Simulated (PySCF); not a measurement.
Compound: thiirane, C2H4S.
Cartesian coordinates in Å at the PBE0-D3(BJ)/def2-SVP level; atoms count from 1:
```xyz
7
C2H4S angstrom
C      0.7397   -0.0629   -0.0319
C     -0.7390   -0.0401   -0.0666
S     -0.0080    1.1403    1.0913
H      1.2351   -0.9146    0.4459
H      1.2857    0.3574   -0.8831
H     -1.2314    0.3962   -0.9420
H     -1.2821   -0.8758    0.3871
```

All values: wB97X-D/def2-SVPD (PySCF, non-relativistic), on one gas-phase PBE0-D3(BJ)/def2-SVP geometry that isn't relaxed in the solvent. The solvent is an IEF-PCM continuum (cavity from Bondi-type radii × 1.2), and excitations are vertical TDDFT with non-equilibrium linear response and a frozen core. The model holds no explicit solvent molecules, cavitation or dispersion.

Gas-phase singlets (H = HOMO, L = LUMO):

```
state  E (eV)  λ (nm)      f  leading configurations
   S1   4.924     252  0.000       H→L 91%, H→L+4 8%
   S2   6.297     197  0.024    H→L+1 66%, H→L+2 29%
   S3   6.717     185  0.028    H→L+2 67%, H→L+1 28%
   S4   7.128     174  0.071               H→L+3 99%
   S5   7.376     168  0.000               H→L+4 90%
```

Problem. How does the list change in cyclohexane (ε = 2.017)?

Solution. 
```tsv
state	E (eV)	λ (nm)	f	leading configurations	change by rank (eV)
S1	4.955	250	0.000	H→L 92%	+0.031
S2	6.282	197	0.038	H→L+1 74%, H→L+2 21%	-0.015
S3	6.755	184	0.039	H→L+2 75%, H→L+1 20%	+0.038
S4	7.162	173	0.107	H→L+3 99%	+0.034
S5	7.455	166	0.000	H→L+4 91%	+0.079
```

Problem. What are the lowest 5 singlets in benzene (ε = 2.271)?

Solution. 
```
state  E (eV)  λ (nm)      f  leading configurations  change by rank (eV)
   S1   4.960     250  0.000                 H→L 92%               +0.036
   S2   6.279     197  0.040    H→L+1 75%, H→L+2 20%               -0.018
   S3   6.761     183  0.040    H→L+2 76%, H→L+1 19%               +0.044
   S4   7.166     173  0.112               H→L+3 98%               +0.038
   S5   7.466     166  0.000               H→L+4 91%               +0.090
```

Problem. The ground-state energy changes by -0.061 eV from gas to benzene. By how much does the total energy of gas-phase S1 change?

Solution. E(S1) = E(S0) + excitation energy, so it changes by -0.061 + 0.036 = -0.025 eV: it is lowered less than the ground state, which is what a blue shift means. This is the vertical state, with the slow part of the continuum still set for S0.

Problem. How do the frontier levels move from gas to benzene?

Solution. 
```csv
orbital,gas (eV),solvent (eV),change (eV)
LUMO+2,2.68,2.69,+0.01
LUMO+1,2.30,2.32,+0.02
LUMO,1.77,1.78,+0.01
HOMO,-8.48,-8.53,-0.05
HOMO-1,-10.99,-10.97,+0.02
HOMO-2,-11.20,-11.17,+0.03
HOMO-3,-12.80,-12.68,+0.12
```

The HOMO–LUMO gap goes from 10.26 to 10.31 eV. Rows go by rank; for HOMO-3 the atom shares or the degeneracy differ between the runs, so the row needn't follow one orbital.

The pairwise dispersion term of wB97X-D wasn't added to the energies; at a given geometry it leaves orbitals and properties as they are.
